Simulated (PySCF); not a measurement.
Gas-phase reaction: C₃H₅ (allyl) + 3 CH → 2 C₃H₄ (propyne)

Method: PySCF energies (xtb for GFN2) plus ideal-gas RRHO corrections (1 bar). Table values come from the NASA 1993 polynomials. S°(298 K) at PBE0/def2-TZVP differs from the NASA 1993 table for C₃H₅ (allyl) (-17 J/mol/K); whether the harmonic model or the table's entry is off was not settled. † marks an energy on the PBE0/def2-TZVP geometry and frequencies; other levels use their own. 6-31G* has spherical d functions here. Open shells (unrestricted): C₃H₅ (allyl) (multiplicity 2), CH (multiplicity 2, electronic degeneracy 4); the rest are closed-shell singlets. GFN2 has no spin-polarisation term. Spin-orbit splitting is ignored; it lowers the true energy and changes the entropy of CH. B3LYP is the form with VWN-RPA correlation. The harmonic model lacks anharmonicity and excited electronic states, which grow with temperature; levels with a mode under 35 cm⁻¹ are left out. The table's entry may be an old estimate for C₃H₅ (allyl), CH (not checked at source). Warning, spin contamination: CH (B3LYP/def2-TZVP†, BLYP/def2-TZVP†).

log10 K (1 bar standard state):

```json
[
 {"T (K)": "500", "table": "149.1", "B3LYP/6-31G*": "145.2", "B3LYP/def2-TZVP†": "144.6", "BLYP/def2-TZVP†": "144.9", "GFN2-xTB": "184.7"},
 {"T (K)": "600", "table": "121.3", "B3LYP/6-31G*": "118.2", "B3LYP/def2-TZVP†": "117.6", "BLYP/def2-TZVP†": "117.9", "GFN2-xTB": "151.1"},
 {"T (K)": "800", "table": "86.5", "B3LYP/6-31G*": "84.4", "B3LYP/def2-TZVP†": "83.9", "BLYP/def2-TZVP†": "84.2", "GFN2-xTB": "109.1"},
 {"T (K)": "1000", "table": "65.6", "B3LYP/6-31G*": "64.1", "B3LYP/def2-TZVP†": "63.7", "BLYP/def2-TZVP†": "63.9", "GFN2-xTB": "83.9"},
 {"T (K)": "1600", "table": "34.3", "B3LYP/6-31G*": "33.7", "B3LYP/def2-TZVP†": "33.4", "BLYP/def2-TZVP†": "33.5", "GFN2-xTB": "46.1"}
]
```
Ten kJ in ΔG° is worth 1.04 decades in K at 500 K and 0.33 at 1600 K.
